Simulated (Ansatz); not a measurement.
Two shapes of singlet C₄H₈.

Shape 1:

```xyz
12

C     1.0783    0.0000    0.1400
C     0.0000    1.0783   -0.1400
C    -1.0783    0.0000    0.1400
C     0.0000   -1.0783   -0.1400
H     1.4768    0.0000    1.1545
H     1.9201    0.0000   -0.5525
H     0.0000    1.4768   -1.1545
H     0.0000    1.9201    0.5525
H    -1.9201    0.0000   -0.5525
H    -1.4768    0.0000    1.1545
H     0.0000   -1.9201    0.5525
H     0.0000   -1.4768   -1.1545
```

Shape 2:

```xyz
12

C     1.0564   -0.0449    0.1408
C    -0.0118    1.0691   -0.1877
C    -1.0312    0.0015    0.1235
C     0.0475   -1.0633   -0.1363
H     1.4665    0.0044    1.1058
H     1.9634    0.0117   -0.5305
H     0.0406    1.5023   -1.1688
H    -0.0148    1.8824    0.5819
H    -1.8797   -0.0134   -0.5788
H    -1.4337    0.0247    1.1600
H    -0.0454   -1.9036    0.5398
H     0.0467   -1.4666   -1.1400
```

Basis set: 6-31G* (spherical functions). Frozen core: 4 orbitals. Charge 0, multiplicity 1.

Computed with Ansatz (development build ahead of 0.2.0); each method stands on the lowest determinant of its kind that the runs found.

Q: Which shape is lower in energy, and by how much in each method?

A:

| method | E(2) − E(1) (eV) |
| --- | --- |
| RHF | 0.398 |
| RHF-MP2 | 0.368 |

Shape 1 is lower.
